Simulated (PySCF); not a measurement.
**Bond curve of PS⁻**

Set-up: P def2-SVPD, S def2-SVPD; no relativity (PySCF 2.14). Energies in eV from P + S⁻ in their ground configurations at the same level. All curves are PBE0. state 1: ³Σ⁻ (triplet), unpaired electrons π ↑↑; state 2: Ms = 0 determinant of mixed spin (⟨S²⟩ near 1.0), unpaired electrons π ↑↓, a mixture of terms (⟨Lz²⟩ = 2.0), a second solution, started from another occupation; state 3: singlet, one real π or δ orbital doubly filled, a mixture of terms (⟨Lz²⟩ = 2.0), a second solution, started from another occupation; state 4: quintet, unpaired electrons σ ↑, π ↑↑↑, a second solution, started from another occupation.

| R (Å) | state 1 | state 2 | state 3 | state 4 |
| --- | --- | --- | --- | --- |
| 1.745 | -2.517 | -2.289 | -1.519 | 4.0825 |
| 1.826 | -3.264 | -3.033 | -2.250 | 2.9525 |
| 1.907 | -3.667 | -3.433 | -2.638 | 2.1534 |
| 1.968 | -3.806 | -3.569 | -2.766 | 1.6968 |
| 2.029 | -3.842 | -3.602 | -2.790 | 1.3192 |
| 2.090 | -3.799 | -3.556 | -2.736 | 0.9967 |
| 2.171 | -3.653 | -3.407 | -2.575 | 0.6297 |
| 2.272 | -3.377 | -3.126 | -2.281 | 0.2547 |
| 2.394 | -2.973 | -2.714 | -1.853 | -0.0834 |
| 2.557 | -2.390 | -2.118 | -1.237 | -0.3756 |

Task: Put a parabola through the three lowest points of the state 1 curve and estimate Re, k and ωe (reduced mass 15.73 u; 1 eV/Å² = 0.16022 mdyn/Å; ωe = 1302.8·√(k/μ) cm⁻¹).

Result: Through R = 1.968, 2.029, 2.09 Å the second-order coefficient is 10.6 eV/Å², so Re ≈ 2.026 Å, k ≈ 3.40 mdyn/Å and ωe ≈ 606 cm⁻¹. A polynomial fit of higher order to the unrounded PBE0 energies gives Re = 2.023 Å, k = 3.47 mdyn/Å, ωe = 612 cm⁻¹; anharmonicity and rounding make the difference.

The higher-order fit for each curve: state 1: Re = 2.023 Å, ωe = 612 cm⁻¹, De = 3.84 eV; state 2: Re = 2.021 Å, ωe = 615 cm⁻¹, minimum 3.60 eV below the ground-state fragments; state 3: Re = 2.015 Å, ωe = 623 cm⁻¹, minimum 2.79 eV below the ground-state fragments. State 4 gave no clean fit.

For an ion De counts to the pair picked by the measured ionisation energies or electron affinities, which need not be the lowest pair at this level. The highest Kohn–Sham level is positive in this anion. Much of that is self-interaction error, but it also means that the finite basis helps to hold the extra electron. The state is the lowest determinant that a PBE0 search found; another state may lie lower at other levels.
